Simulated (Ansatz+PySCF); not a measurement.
singlet CH4 in separate pieces: levels of theory in one basis

```yaml
atoms:
  - { symbol: C, position_ang: [0.0000, 0.0000, 0.0000] }
  - { symbol: H, position_ang: [1.9020, 1.9020, 1.9020] }
  - { symbol: H, position_ang: [0.6340, -0.6340, -0.6340] }
  - { symbol: H, position_ang: [-0.6340, 0.6340, -0.6340] }
  - { symbol: H, position_ang: [-0.6340, -0.6340, 0.6340] }
```

Basis set: 6-31G (spherical functions). Frozen core: 1 orbital. Charge 0, multiplicity 1.

Computed with Ansatz (development build ahead of 0.2.0); each method stands on the lowest determinant of its kind that the runs found. NEVPT2 correlates all electrons. Active spaces start from the frontier orbitals, and the lowest solution found is given.

```csv
method,E − E(RHF) (eV),<S²> of the determinant
RHF,0.00,0.00
UHF,-4.33,1.00
RHF-MP2,-4.74,–
UHF-MP2,-6.41,1.00
RHF-CCSD,-6.69,–
UHF-CCSD,-6.91,1.00
RHF-CCSD(T),-7.25,–
UHF-CCSD(T),-6.95,1.00
RHF-CCSDT(Q),-6.99,–
UHF-CCSDT(Q),-6.99,1.00
full CI (lowest root of this spin),-6.99,–
"CASSCF(8,8)",-6.01,–
"CASSCF(2,2)",-4.32,–
"SC-NEVPT2(2,2)",-6.47,–
```

**Question.** What does SC-NEVPT2(8,8) give on the same scale?

**Answer.** -6.80 eV. NEVPT2 here correlates all electrons, so it doesn't share the others' frozen core.

At such a shape the full CI root can have another spatial symmetry than the determinants, so the rows needn't describe one state.

**Question.** Is a single determinant a sound starting point here?

**Answer.** It is doubtful. Unrestricted orbitals lower Hartree–Fock by 4.33 eV and <S²> is 1.00 where a pure state has 0.00, a sign of strong static correlation. The CASSCF(8,8) natural occupations are 1.98, 1.97, 1.97, 1.20, 0.80, 0.02, 0.02, 0.02. The CASSCF(2,2) natural occupations are 1.18, 0.82.

Caution for RHF, RHF-MP2, RHF-CCSD, RHF-CCSD(T), RHF-CCSDT(Q): an unrestricted determinant lies well below. Caution for UHF, UHF-MP2, UHF-CCSD, UHF-CCSD(T), UHF-CCSDT(Q): the unrestricted determinant is a mixture of spin states. Caution for RHF-MP2, RHF-CCSD, RHF-CCSDT(Q): large amplitudes, a single reference is doubtful. Caution for UHF-MP2, UHF-CCSD, UHF-CCSD(T), UHF-CCSDT(Q): bonds are stretched, where a single reference can fail. Caution for RHF-CCSD(T): very large amplitudes, the method is breaking down. Caution for RHF-CCSD(T), RHF-CCSDT(Q), UHF-CCSDT(Q): the amplitudes may be one of several solutions.
